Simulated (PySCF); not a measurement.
Calculation: PBE-D3(BJ)/def2-TZVP // PBE-D3(BJ)/def2-SVP (PySCF). Isolated molecules, 0 K electronic values unless said otherwise. 

Reference species (SMILES): `[OH]` (neutral, multiplicity 2).

The highest occupied spin orbital is -7.14 eV and the dipole moment comes out as 1.73 D.

Changed species: `[O]C` (free radical OCH3; the reference has free radical OH).

Problem. Predict the effect on the highest occupied spin orbital and dipole moment.

Solution. the highest occupied spin orbital rises by 1.17 eV, to -5.97 eV; the dipole moment rises by 0.37 D, to 2.10 D.
